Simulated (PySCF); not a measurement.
**Which determinant of NaLi lies lowest?**

Unrestricted PBE0; Na def2-TZVP, Li def2-TZVP; no relativity (PySCF 2.14). Outer shells of the fragments: Na 3s1; Li 2s1.

Followed along the bond (rough minima from three points):

| 2Ms+1 | unpaired | ⟨S²⟩ at the start | R at minimum (Å) | Te (eV) |
| --- | --- | --- | --- | --- |
| 1 | none | 0.00 | 2.93 | 0.00 |
| 3 | σ ↑, π ↑ | 2.00 | 2.85 | 1.47 |
| 3 | σ ↑↑ | 2.00 | none in the scan | ≤ 0.89 |

Solutions found at the starting distance of 2.860 Å, counted from the lowest of them; the search is not exhaustive and high or unbound solutions are not listed, so other states can lie among these:

| 2Ms+1 | unpaired | term | E (eV) | ⟨S²⟩ | ⟨Lz²⟩ | μ (D) |
| --- | --- | --- | --- | --- | --- | --- |
| 1 | none | ¹Σ⁺ | 0.00 | 0.00 | 0.00 | -0.38 |
| 3 | σ ↑↑ | ³Σ⁺ | 1.01 | 2.00 | 0.00 | -0.88 |
| 3 | σ ↑, π ↑ | ³Π | 1.46 | 2.00 | 1.00 | -0.99 |
| 1 | σ ↑, π ↓ | mixed | 1.91 | 1.00 | 1.00 | -0.24 |

A term symbol is given only where ⟨S²⟩ and ⟨Lz²⟩ are close to those of a pure state; real π, δ and φ orbitals otherwise mix terms. A positive dipole means Na(−)Li(+).

Counting both spins, an empty level lies below a filled one in some of these solutions, because spin and occupation are held.
